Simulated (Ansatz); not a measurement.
# H2S (triplet): from Hartree-Fock to the top rungs at distance H1–H2 along a hydrogen transfer = 0.693 Å, cc-pVTZ

An exercise on one series of results from a longer session: the logs are not shown, and one member is left open.

Computed with Ansatz 0.2.0, Gaussian basis. Level: cc-pVTZ, core rule «outside noble gas», up to 5 orbitals frozen.

The runs, in order: UHF; CCSD(T) on ROHF; CCSD(T) on UHF; BCCD(T) on ROHF; CISD; CCSDT(Q) on ROHF; CCSDT(Q) on UHF; CASSCF and NEVPT2, 4 electrons in 4 orbitals; CASSCF and MRCISD+Q, 8 electrons in 6 orbitals; CASSCF and NEVPT2, 8 electrons in 6 orbitals.

8 further runs of the same task are left out: 1 for a mislabelled method, 6 that didn't finish, 1 set aside as unsound or not needed.

### What is computed

The geometry derives from fragments relaxed apart (PBE0/def2-TZVP) and kept rigid, so it is no stationary point. A hydrogen atom is moved between rigid fragments.

3 atoms, charge 0, spin multiplicity 3.

Atoms are counted from 1 here; the program's logs count them from 0.

Bond lengths: H1–H2 0.693 Å.

Set-up of the first run:

in.yaml reads:

```yaml
crystal:
  periodic: [false, false, false]
  atoms:
    - {symbol: H, position_ang: [0.000000, 0.000000, -1.147000]}
    - {symbol: H, position_ang: [0.000000, 0.000000, -0.454000]}
    - {symbol: S, position_ang: [0.000000, 0.000000, 1.601000]}
basis:
  gaussian: {orbitals: cc-pVTZ}
magnetization: {spin_polarized: true, initial_magnetization: 2}
hamiltonian: {xc: hf}
output: {orbitals: {seedname: orbitals}}
```

Run with:

```console
> ansatz run in.yaml --threads 1 --pin off --events-out ev --progress --plain --max-ram 2393MiB
```

Steps of the session up to this table: UHF; CCSD(T) on ROHF; CCSD(T) on UHF; BCCD(T) on ROHF; CISD; CCSDT(Q) on ROHF; CCSDT(Q) on UHF; CASSCF and NEVPT2, 4 electrons in 4 orbitals; CASSCF and MRCISD+Q, 8 electrons in 6 orbitals; CASSCF and NEVPT2, 8 electrons in 6 orbitals.

One table of the session follows, with a row left open; its other results are not shown here.

```
          method  from UCCSDT(Q) (kJ/mol)
            ROHF                        ?
             UHF                   +497.3
            RMP2                    +90.9
            UMP2                    +94.4
            CISD                    +37.9
           RCCSD                    +16.9
           UCCSD                    +16.2
        RCCSD(T)                     +2.6
        UCCSD(T)                     +2.5
         BCCD(T)                     +2.6
          RCCSDT                     +0.5
          UCCSDT                     +0.4
       RCCSDT(Q)                     +0.1
       UCCSDT(Q)                        0
  CASSCF valence                   +466.6
  NEVPT2 valence                   +117.0
  MRCISD valence                    +36.5
MRCISD+Q valence                     +4.0
```

Q: Estimate the row for ROHF from the others.

The run gave: from UCCSDT(Q) (kJ/mol): +513.2. In the column «from UCCSDT(Q) (kJ/mol)» it is the highest.

Left out of the table: CASSCF pair, NEVPT2 pair (the active space lost an orbital or holds another state than full CI finds).

Caveats from the session: Restricted and unrestricted rows rest on different reference determinants; where their highest levels disagree by more than a few hundredths of an eV, they describe different states and don't form one ladder. Warnings in the runs' records: passed over end.
